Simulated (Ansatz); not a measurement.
For zinc-blende ZnSe, RPBE (PAW; Ansatz, a program for electronic structure) gives:

- lattice constant a: 5.808 Å
- bulk modulus B0: 50.2 GPa
- cohesive energy: 2.22 eV/atom

**Question.** What does HSE06-D3(BJ) (Ansatz, PAW) give for the same quantities?

**Answer.** 
- lattice constant a: 5.620 Å (drops by 3.2 %)
- bulk modulus: 69.5 GPa (grows by 38 %)
- cohesive energy: 3.05 eV/atom (rises by 0.83 eV/atom)

For comparison: lattice constant a 5.668 Å (measured, room temperature, not corrected to a static lattice; as tabulated in Albrecht et al. (1997), arXiv:cond-mat/9706128); bulk modulus 62.4 GPa (measured, temperature not stated, not corrected to a static lattice, our sources range from 62.4 to 69.3; as tabulated in Toher et al. (2017), arXiv:1611.05714); cohesive energy 2.67 eV/atom (measured, zero-point energy (9/8 kB θD) added and atomic spin-orbit splittings removed, spin-orbit-averaged atoms; as tabulated in Albrecht et al. (1997), arXiv:cond-mat/9706128).

Changes are worked out from the printed values.

Unless a cell is named, each level is at its own relaxed cell (RPBE 24.49, HSE06-D3(BJ) 22.18 Å³/atom).

Ansatz's density-functional and Hartree–Fock values are scalar-relativistic unless marked +SOC, with PAW data made under PBE.
